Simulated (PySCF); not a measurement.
# Ionisation and electron attachment of diphosphorus

Molecule: diphosphorus, `P#P` (P2). Numbering: `[P:1]#[P:2]`

Level of theory: ωB97X-D3(BJ)/ma-def2-TZVP single points in PySCF, grid level 2; every species was optimised with PBE0-D3(BJ)/ma-def2-SVP. ωB97X-D3(BJ) is ωB97X-V with D3(BJ) in place of VV10. Thermal corrections: PBE0-D3(BJ)/ma-def2-SVP frequencies, unscaled, ideal gas at 298.15 K and 1 bar, quasi-RRHO entropy.

Frontier levels of the parent: HOMO -10.33 eV, LUMO -0.67 eV.

Oxidation to the radical cation:
```
Vertical ionisation energy (electronic)              : 10.45 eV
Adiabatic ionisation energy (with zero-point energy) : 10.41 eV
Adiabatic, electronic part                           : 10.42 eV
Vertical gap at the product's structure              : 10.19 eV
Inner reorganisation energy (four-point)             : 260 meV
Relaxation of product / of parent                    : 28 / 232 meV
⟨S²⟩ of the product                                  : 0.752
Largest spin populations                             : P1 0.50, P2 0.50
Largest changes of atomic charge                     : P2 0.50, P1 0.50
Distances that move most (Å)                         : P1–P2 1.894 → 1.980
Potential in dichloromethane                         : 7.79 V absolute, 3.09 V against Fc+/Fc computed at 4.70 V (solvation -1 → -252 kJ/mol)
```

Reduction to the radical anion:
- Vertical electron affinity (electronic): 0.67 eV
- Adiabatic electron affinity (with zero-point energy): 0.72 eV
- Adiabatic, electronic part: 0.71 eV
- Vertical gap at the product's structure: 0.95 eV
- Inner reorganisation energy (four-point): 278 meV
- Relaxation of product / of parent: 36 / 242 meV
- ⟨S²⟩ of the product: 0.758
- Largest spin populations: P1 0.50, P2 0.50
- Largest changes of atomic charge: P2 -0.50, P1 -0.50
- Distances that move most (Å): P1–P2 1.894 → 1.982
- Potential in dichloromethane: 2.87 V absolute, -1.83 V against Fc+/Fc computed at 4.70 V (solvation -1 → -207 kJ/mol)

Solvents are IEF-PCM continua (electrostatics only, gas-phase structures); absolute potentials refer to an electron at rest in vacuum. Fc+/Fc in dichloromethane, 4.70 V, is ωB97X-D3(BJ)/ma-def2-TZVP on PBE0-D3(BJ)/def2-SVP structures with GFN2-xTB thermal terms. Benchmark calculations put it near 5.0 V in acetonitrile and DMSO, so it is about 0.3 V low, and the value against it can read up to that much too high.

Measured values (NIST Chemistry WebBook, evaluated or the median of agreeing entries): vertical ionisation energy 10.73 eV (computed 10.45, difference -0.28); adiabatic ionisation energy 10.53 eV (computed 10.41, difference -0.12); adiabatic electron affinity 0.59 eV (computed 0.72, difference 0.13).

Caveats: the split of the reorganisation energy is sensitive to the structures, which come from another level (PBE0-D3(BJ)/ma-def2-SVP).
